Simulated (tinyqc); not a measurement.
Worked calculation: Pariser-Parr-Pople SCF with singles CI, for the molecule C=CC=CCl (SMILES; centres numbered as the heavy atoms are written). Computed by tinyqc, a small Python program that keeps every step. Settings: charge = 0, gamma = Ohno, start = core, damping = 0.3, iteration cap = 74, excitations kept = 9. Command: `OMP_NUM_THREADS=1 python tinyqc.py 26446 26447 out.jsonl` (the two numbers bound the seeds that draw the settings). One thread of a shared host (Intel(R) Xeon(R) Processor @ 2.60GHz), about 0.01 s of CPU time with the checks. Later iterations appear only in the table of the cycle.

## PPP integrals

Centres (angstrom, eV; a flat drawing with bonds scaled to 1.40 angstrom):
```
centre          x          y  core charge z          W   gamma_rr
1C      -2.425000  -0.280000              1  11.160000  11.130000
2C      -1.212000   0.420000              1  11.160000  11.130000
3C       0.000000  -0.280000              1  11.160000  11.130000
4C       1.212000   0.420000              1  11.160000  11.130000
5Cl      2.425000  -0.280000              2  26.000000  13.000000
```

Resonance integrals (eV):
```
i  j       beta
1  2  -2.390000
2  3  -2.390000
3  4  -2.390000
4  5  -1.590000
```

Ohno: gamma = 14.399645/sqrt(R^2 + a^2), a = 2 x 14.399645/(gamma_rr + gamma_ss); H_rr = -W_r - sum_(s != r) z_s gamma_rs; H_rs = beta for bonds.

repulsion gamma_rs (eV), lower triangle:
```
            1C         2C         3C         4C        5Cl
1C   11.130000
2C    7.552439  11.130000
3C    5.239019   7.554960  11.130000
4C    3.670370   5.240702   7.554960  11.130000
5Cl   2.882989   3.700470   5.327694   7.825634  13.000000
```

core matrix H (eV), lower triangle:
```
             1C          2C          3C          4C         5Cl
1C   -33.387807
2C    -2.390000  -38.909042
3C     0.000000   -2.390000  -42.164327
4C     0.000000    0.000000   -2.390000  -43.277300
5Cl    0.000000    0.000000    0.000000   -1.590000  -45.736788
```

## Starting guess

pi electrons, sum of z_r less the charge = 6

Orbitals of the core matrix H.

P at the start, lower triangle:
```
            1C         2C         3C        4C       5Cl
1C    0.061789
2C    0.217344   0.780468
3C    0.216582   0.856762   1.326307
4C   -0.155913  -0.404525   0.328519  1.838448
5Cl   0.036135   0.082980  -0.068196  0.033638  1.992989
```

## Iteration 1: Fock matrix

F_rr = H_rr + P_rr gamma_rr / 2 + sum_(s != r) P_ss gamma_rs; F_rs = H_rs - P_rs gamma_rs / 2; E = tr P (H + F) / 2 + core repulsion sum_(r<s) z_r z_s gamma_rs.

F (eV), lower triangle:
```
            1C         2C         3C         4C        5Cl
1C   -7.707421
2C   -3.210740  -7.069133
3C   -0.567340  -5.626400  -4.055882
4C    0.286129   1.059998  -3.630973  -3.112757
5Cl  -0.052088  -0.153533   0.181664  -1.721618  -8.262951
```

pi energy = -80.828327 eV

## Iteration 1: orbitals and new P

Diagonalise F (the basis is taken as orthonormal) and form P = 2 sum c c over the lowest orbitals; 0.3 of the old P is kept.

orbital energies (eV): -13.108399  -8.924020  -7.001845  -3.904262  2.730383

P after iteration 1, lower triangle:
```
            1C         2C         3C        4C       5Cl
1C    1.121443
2C    0.443236   0.964190
3C   -0.125614   0.824781   1.115720
4C   -0.404070  -0.008743   0.458144  0.902657
5Cl   0.154968  -0.080760  -0.061828  0.324159  1.895989
```

## Iteration 2: Fock matrix

As before.

F (eV), lower triangle:
```
            1C         2C         3C         4C         5Cl
1C   -5.240505
2C   -4.063758  -4.897861
3C    0.329047  -5.505594  -5.874873
4C    0.741544   0.022909  -4.120630  -5.818329
5Cl  -0.223385   0.149426   0.164701  -2.858374  -13.603711
```

pi energy = -85.900181 eV

## Iteration 2: orbitals and new P

As before.

orbital energies (eV): -14.810856  -12.485336  -7.971084  -2.487108  2.319105

P after iteration 2, lower triangle:
```
            1C         2C         3C        4C       5Cl
1C    1.094483
2C    0.684315   0.974476
3C   -0.082302   0.677192   1.096507
4C   -0.524774  -0.002037   0.670797  0.920860
5Cl   0.179925  -0.057543  -0.141162  0.297711  1.913673
```

## Iteration 3: Fock matrix

As before.

F (eV), lower triangle:
```
            1C         2C         3C         4C         5Cl
1C   -5.295717
2C   -4.974123  -5.028552
3C    0.215591  -4.948077  -5.813590
4C    0.963057   0.005339  -4.923920  -5.768843
5Cl  -0.259361   0.106468   0.376034  -2.754889  -13.488338
```

pi energy = -88.683781 eV

## Iteration 3: orbitals and new P

As before.

orbital energies (eV): -14.698186  -12.725094  -8.972334  -1.485046  2.485620

P after iteration 3, lower triangle:
```
            1C         2C         3C        4C       5Cl
1C    1.063209
2C    0.803299   0.980648
3C   -0.054542   0.565927   1.079220
4C   -0.501774   0.000159   0.781844  0.950042
5Cl   0.162201  -0.042773  -0.176056  0.272721  1.926881
```

## Convergence

Stop when output and input P, before any damping, agree to 1e-7.

Course of the cycle:
```
iteration        E (eV)  largest |P(out) - P(in)|
1          -80.82832670                  1.51e+00
2          -85.90018143                  3.44e-01
3          -88.68378137                  1.70e-01
4          -89.94579223                  1.10e-01
5          -90.46992920                  7.29e-02
6          -90.68237797                  4.74e-02
7          -90.76776755                  3.04e-02
8          -90.80194812                  1.94e-02
9          -90.81559217                  1.23e-02
10         -90.82102629                  7.75e-03
11         -90.82318650                  4.88e-03
...                 ...                       ...
25         -90.82460646                  7.23e-06
26         -90.82460646                  4.54e-06
27         -90.82460646                  2.85e-06
28         -90.82460646                  1.79e-06
29         -90.82460646                  1.13e-06
30         -90.82460647                  7.07e-07
31         -90.82460647                  4.44e-07
32         -90.82460647                  2.79e-07
33         -90.82460647                  1.75e-07
34         -90.82460647                  1.10e-07
35         -90.82460647                  6.91e-08
```

Converged in 35 iterations.

## Converged orbitals

Charges are z - P_rr.

orbital energies (eV): -14.340578  -12.817092  -9.916124  -0.587408  2.425600

coefficients:
```
          MO1        MO2        MO3        MO4        MO5
1C   0.129615   0.430429   0.556298   0.565717  -0.410400
2C   0.226683   0.566187   0.351846  -0.406136   0.582499
3C   0.349712   0.446702  -0.451363  -0.388678  -0.568648
4C   0.449012   0.148541  -0.518760   0.586901   0.403434
5Cl  0.779682  -0.522069   0.306426  -0.139622  -0.078407
```

pi charges: 1C -0.023072, 2C 0.008503, 3C -0.051138, 4C 0.014423, 5Cl 0.051284

## Singles CI, singlets

Over the 6 single excitations with the smallest orbital gaps: A = (e_a - e_i) delta + 2 (ia|jb) - (ij|ab), with (pq|rs) = sum c_mp c_mq gamma_mn c_nr c_ns. f = 2/3 w |mu|^2 in atomic units, mu = sqrt2 sum c_ia sum_m c_mi c_ma R_m.

singlet CI matrix (eV), lower triangle:
```
           3>4        2>4        3>5        1>4        2>5        1>5
3>4   4.943039
2>4   0.043424   6.982870
3>5  -0.048231   0.049960   6.965815
1>4   0.029448  -0.258087  -0.162061   8.415641
2>5   0.664900  -0.216990  -0.126974   0.548139   9.286862
1>5  -0.015978   0.648939   0.303102  -1.149509  -0.706262  11.404476
```

singlet excitation energies (eV): 4.839298  6.881624  6.938560  7.958655  9.189754  12.190812

oscillator strengths: 1.090018  0.022250  0.000492  0.021765  0.145708  0.010311

## Singles CI, triplets

Over the 6 single excitations with the smallest orbital gaps: A = (e_a - e_i) delta - (ij|ab), with (pq|rs) = sum c_mp c_mq gamma_mn c_nr c_ns.

triplet CI matrix (eV), lower triangle:
```
           3>4        2>4        3>5        1>4        2>5        1>5
3>4   2.372696
2>4  -0.233480   5.558810
3>5  -0.143816   1.539976   5.270572
1>4   0.481260  -0.787309   0.633461   7.710396
2>5   1.539976   0.133965  -0.320400   0.618939   8.192037
1>5   0.633461   0.618939   0.566889  -1.499945  -1.233824  10.927729
```

triplet excitation energies (eV): 1.838210  3.568180  6.814179  7.420995  8.235229  12.155447
